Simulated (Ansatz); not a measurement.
Input:

```yaml
crystal:
  periodic: [false, false, false]
  atoms:
    - { symbol: Al, position_ang: [0.056377, -0.270988, 0.046967] }
    - { symbol: H, position_ang: [-0.053585, -0.042064, 1.624766] }
    - { symbol: O, position_ang: [1.637231, -0.334237, -0.637784] }
    - { symbol: H, position_ang: [1.770261, -0.469585, -1.584296] }
    - { symbol: O, position_ang: [-1.304756, -0.455954, -1.003393] }
    - { symbol: H, position_ang: [-2.213537, -0.429809, -0.681901] }
    - { symbol: H, position_ang: [-0.101792, 0.204038, 3.309237] }
magnetization:
  spin_polarized: true
  initial_magnetization: 1
basis:
  gaussian: { orbitals: cc-pVDZ }
hamiltonian:
  xc: b3lyp
md:
  timestep: 0.5
  n_steps: 200
  ensemble: nve
  temperature: 300.0
  initial_velocities: maxwell_boltzmann
  seed: 11934
```

Run as:

```bash
$ ansatz run input.yaml --threads 2 --pin off --max-ram 3072MiB --backend cpu --events-out ev --progress --plain --runs-dir out
```

Hardware: 2 threads of Intel(R) Xeon(R) Platinum 8488C (Sapphire Rapids) (shared host).

Task: Roughly how long does this run take, and how much memory?

Result: 5.3 min, with a peak of 0.18 GiB, for 201 ionic steps.
